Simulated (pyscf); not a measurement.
`[PH2][PH2]` + `[GaH3]` → `[PH2][GaH2]` + `[PH3]` (four-centre exchange; singlet surface; P–P, Ga–H broken, Ga–P, H–P formed). Single points on ωB97X-D3(BJ)/def2-SVP structures (PySCF, gas phase). MP2 and CC: frozen core, UHF for open shells. ΔMP2 is the change of the MP2 total energy from the triple- to the quadruple-zeta basis. Energies in kcal/mol from the separated reactants.

```csv
level,barrier,reaction energy
ωB97X-D3(BJ)/def2-TZVP,26.8,-12.6
B3LYP-D3(BJ)/def2-TZVP,28.2,-11.7
PBE0-D3(BJ)/def2-TZVP,24.9,-12.1
HF/def2-TZVP,48.9,-12.2
MP2/def2-QZVPP,29.5,-13.0
CCSD(T)/def2-TZVPP,31.1,-13.3
CCSD(T)/def2-TZVPP + ΔMP2(QZVPP),…,…
```

### Question
Complete the blanks.

### Answer

- CCSD(T)/def2-TZVPP + ΔMP2(QZVPP), barrier: 30.2
- CCSD(T)/def2-TZVPP + ΔMP2(QZVPP), reaction energy: -13.1

On the reactant side the descent ends in an adduct with a Ga–P contact, 19.8 kcal/mol under the separated species and 46.6 kcal/mol under the saddle at ωB97X-D3(BJ)/def2-TZVP. On the product side the descent ends in an adduct with a Ga–P contact (not fully relaxed), 16.5 kcal/mol under the separated species and 55.9 kcal/mol under the saddle at ωB97X-D3(BJ)/def2-TZVP. What is counted as formed (Ga–P) is already present as a longer contact in the reactant adduct; forming that adduct is a step of its own. The same reactants have a lower exit, to H₂P–PH–GaH₂ + H₂ (barrier +26.9 kcal/mol at ωB97M-D3(BJ)/def2-TZVP, against +32.5 kcal/mol here). This is the saddle that the search found; another between the same sides may lie lower. The CCSD(T) − MP2 part came from Ansatz, without density fitting, on the same reference. The frozen core leaves the outer d or s,p core shells of the metals and heavy elements correlated in the MP2 and CC values, and def2-TZVPP describes them poorly, which can shift differences by a few kcal/mol. Elements up to Kr have no core potential and no relativistic terms here.
